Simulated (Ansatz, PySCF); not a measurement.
Noncovalent pair: CH4 (SMILES C) (first 5 atoms) with BH3 (SMILES B); geometry from A24 set.
(charge 0, multiplicity 1):
```xyz
9

C      0.003     0.000     1.380
H      0.848     0.000     0.690
H      0.395     0.000     2.396
H     -0.603    -0.890     1.225
H     -0.603     0.890     1.225
B     -0.006     0.000    -1.599
H      0.585    -1.031    -1.679
H      0.585     1.031    -1.679
H     -1.189     0.000    -1.477
```

Counterpoise-corrected where a basis set is named; no monomer relaxation.

Correlated levels freeze the cores.

The values were computed with Ansatz (Gaussian basis) for Hartree–Fock, density functionals and correlated methods; PySCF for the dispersion terms. 

Q: What interaction energy does CCSD/aug-cc-pVDZ give?

A: -0.6 kcal/mol

Q: What is the computed interaction energy (SVWN5/def2-TZVPPD)?

A: -4.1 kcal/mol

Q: Estimate the interaction energy that revPBE-D3(BJ)/def2-TZVPPD returns for this input.

A: -1.6 kcal/mol

Ansatz is a program for electronic structure.
